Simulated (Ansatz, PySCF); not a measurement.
Species: CHCl2 (charge 0, doublet). It need not be the lowest isomer of its formula. 
Structure (B3LYP-D3(BJ)/def2-TZVP (Ansatz, a quantum-chemistry and plane-wave program) minimum search):
```
C
H 1 1.0785
Cl 1 1.7039 2 117.35
Cl 1 1.7039 2 117.35 3 153.21
```
Charge 0, spin multiplicity 2.

Quantity: atomisation energy (electronic, to ground-state atoms), in kJ/mol. Correlated levels leave the core frozen unless marked. UHF or UKS for open shells. No spin-orbit coupling. No relativistic terms. The coupled-cluster limit lacks core correlation, which all-electron functionals hold. Basis-set limits of correlation are two-point, X^-3; Hartree-Fock from the larger set. The bracket is a focal-point correction in the basis named.

```tsv
level	program	atomisation energy (kJ/mol)	minus last row
HF/aug-cc-pV(D+d)Z	Ansatz	743.2	-376.7
HF-D4/def2-TZVPD	PySCF + dftd4	790.5	-329.4
BLYP-D4/def2-TZVPD	Ansatz + dftd4	1126.8	6.9
TPSS-D4/def2-TZVPD	PySCF + dftd4	1155.2	35.3
PBE0/6-31G*	Ansatz	1131.2	11.3
PBE0/def2-TZVP	Ansatz	1149.5	29.6
PBE0/def2-TZVPD	Ansatz	1150.7	30.8
BHLYP/def2-TZVPD	Ansatz	1055.9	-64.0
TPSSh-D3(BJ)/def2-TZVPD	PySCF + dftd3	1143.8	23.9
r2SCANh/def2-TZVPD	Ansatz	1141.5	21.6
LC-wPBE-D3(BJ)/def2-TZVPD	Ansatz + dftd3	1133.6	13.7
RI-MP2/CBS(cc-pV(T+d)Z,cc-pV(Q+d)Z)	Ansatz	1157.0	37.1
SCS-MP2/cc-pV(T+d)Z	Ansatz	1081.3	-38.6
CCSD(T)/cc-pwCVTZ	Ansatz	1075.3	-44.6
RI-MP2/CBS(aug-cc-pV(T+d)Z,aug-cc-pV(Q+d)Z)+[CCSD(T)-MP2]/aug-cc-pV(T+d)Z	Ansatz	1119.9	0.0
```
